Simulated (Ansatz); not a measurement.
C2H4. Charge 0, multiplicity 1. Geometry r2SCAN-D4/def2-TZVP, basis def2-TZVP, Ansatz.

| atom | x (Å) | y (Å) | z (Å) |
| --- | --- | --- | --- |
| C1 | 0.341 | -0.563 | 0.074 |
| C2 | -0.341 | 0.563 | -0.074 |
| H3 | -1.123 | 0.661 | -0.820 |
| H4 | 1.123 | -0.661 | 0.820 |
| H5 | -0.146 | 1.433 | 0.544 |
| H6 | 0.146 | -1.433 | -0.544 |

```json
{"run": "A", "HOMO (eV)": "-10.74", "LUMO (eV)": "2.50"}
{"run": "B", "HOMO (eV)": "-10.29", "LUMO (eV)": "2.42"}
{"run": "C", "HOMO (eV)": "-6.58", "LUMO (eV)": "-0.83"}
{"run": "D", "HOMO (eV)": "-7.89", "LUMO (eV)": "0.13"}
{"run": "E", "HOMO (eV)": "-6.95", "LUMO (eV)": "-1.18"}
{"run": "F", "HOMO (eV)": "-6.75", "LUMO (eV)": "-0.94"}
```

LC-ωPBE has ω = 0.4 bohr⁻¹. The structure comes from a short search, and lower isomers may exist.

**Question.** The runs used BLYP, LC-ωPBE, LDA (SPW92), PBE, PBE0, ωB97X-V. Estimate which is which.

**Answer.** A LC-ωPBE (range-separated); B ωB97X-V (range-separated); C BLYP (0 % exact exchange); D PBE0 (25 % exact exchange); E LDA (SPW92) (0 % exact exchange); F PBE (0 % exact exchange). Exact exchange lowers occupied and raises empty levels; among semilocal functionals meta-GGAs tend to open the gap a little, and such runs are hard to tell apart. The gap grows from 5.75 eV (BLYP) to 13.24 eV (LC-ωPBE).
